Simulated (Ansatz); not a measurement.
# NO2 radical: one species, many methods

An exercise on one series of results from a longer session: the logs are not shown, and one member is left open.

Computed with Ansatz 0.2.0, Gaussian basis. Level: functionals in def2-TZVPP, the program's frozen cores in correlated methods.

The runs, in order: LDA (SPW92), PBE-D4, revPBE-D4, BLYP-D4, r2SCAN-D4, B97M-V, PBE0-D4, B3LYP-D4, r2SCANh-D4, r2SCAN0-D4, HSE06-D4, BHLYP-D4, CAM-B3LYP-D4, LC-ωPBE, ωB97X-V, ωB97M-V, B2PLYP, PBE-QIDH; CCSD(T)/def2-SVP; CCSD(T)/def2-TZVPP; CCSD(T)/def2-QZVPP; extrapolation to the limit; RPA on PBE.

## The geometry

All runs share one geometry, relaxed beforehand with PBE0-D4 in a triple-zeta def2 set.

3 atoms, charge 0, spin multiplicity 2.

Atoms are counted from 1 here; the program's logs count them from 0.

Bond lengths: N1–O2 1.183 Å, N1–O3 1.183 Å. Angles: O2–N1–O3 134.8°.

The first run:

Contents of in.yaml:

```yaml
crystal:
  periodic: [false, false, false]
  atoms:
    - {symbol: N, position_ang: [-0.000000, -0.000000, 0.316895]}
    - {symbol: O, position_ang: [0.000000, 1.091864, -0.137681]}
    - {symbol: O, position_ang: [-0.000000, -1.091864, -0.137681]}
basis:
  gaussian: {orbitals: def2-TZVPP}
magnetization: {spin_polarized: true, initial_magnetization: 1}
hamiltonian: {xc: lda}
output: {orbitals: {seedname: orbitals}}
```

On the command line:

```bash
$ ansatz run in.yaml --threads 2 --pin off --events-out ev --progress --plain --max-ram 32768MiB --backend cpu
```

Among the steps run: LDA; PBE-D4 (GGA); revPBE-D4 (GGA); BLYP-D4 (GGA); r2SCAN-D4 (meta-GGA); B97M-V (meta-GGA); B3LYP-D4 (hybrid); r2SCANh-D4 (hybrid); r2SCAN0-D4 (hybrid); HSE06-D4 (hybrid); BHLYP-D4 (hybrid); CAM-B3LYP-D4 (range-separated); LC-ωPBE (range-separated); ωB97X-V (range-separated); ωB97M-V (range-separated); B2PLYP (double hybrid); PBE-QIDH (double hybrid).

One of the session's tables, all rows but one given; the rest of the session is left out.

It belongs to the step «Frontier levels by functional». 

```
  functional  HOMO (eV)  LUMO (eV)  gap (eV)
 LDA (SPW92)      -6.34      -5.19      1.15
      PBE-D4      -6.24      -4.78      1.45
   revPBE-D4      -6.16      -4.66      1.50
     BLYP-D4      -6.21      -4.79      1.42
   r2SCAN-D4      -6.76      -4.50      2.27
      B97M-V      -6.73      -4.62      2.11
     PBE0-D4          ?          ?         ?
    B3LYP-D4      -7.95      -4.07      3.88
  r2SCANh-D4      -7.51      -4.06      3.45
  r2SCAN0-D4      -8.64      -3.40      5.24
    HSE06-D4      -7.81      -4.02      3.78
    BHLYP-D4     -10.24      -2.50      7.73
CAM-B3LYP-D4      -9.82      -2.56      7.26
     LC-ωPBE     -11.12      -1.13      9.98
     ωB97X-V     -10.70      -1.34      9.36
     ωB97M-V     -10.52      -1.48      9.04
```

Estimate the missing values for PBE0-D4.

As computed: HOMO (eV): -8.22; LUMO (eV): -3.63; gap (eV): 4.59. In the column «HOMO (eV)» it lies between r2SCAN0-D4 (-8.64) and B3LYP-D4 (-7.95).
